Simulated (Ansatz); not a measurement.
Species: methane, CH4, net charge 0, singlet state. 
Geometry from a B3LYP-D3(BJ)/def2-TZVP (Ansatz, a first-principles code) optimisation:
```
C
H 1 1.0892
H 1 1.0892 2 109.47
H 1 1.0892 2 109.47 3 120.00
H 1 1.0892 2 109.47 3 -120.00
```

Basis-set convergence of Hartree-Fock and CCSD correlation energies (hartree) with Ansatz. Valence correlation only, unless marked. No spin-orbit coupling. Non-relativistic.

```tsv
basis	functions	E(HF)	E(corr, CCSD)
aug-cc-pVDZ	59	-40.19963	-0.19124
aug-cc-pVTZ	138	[?]	[?]
```

Some entries are withheld; supply them.


- aug-cc-pVTZ, E(HF): -40.21357
- aug-cc-pVTZ, E(corr, CCSD): -0.22081
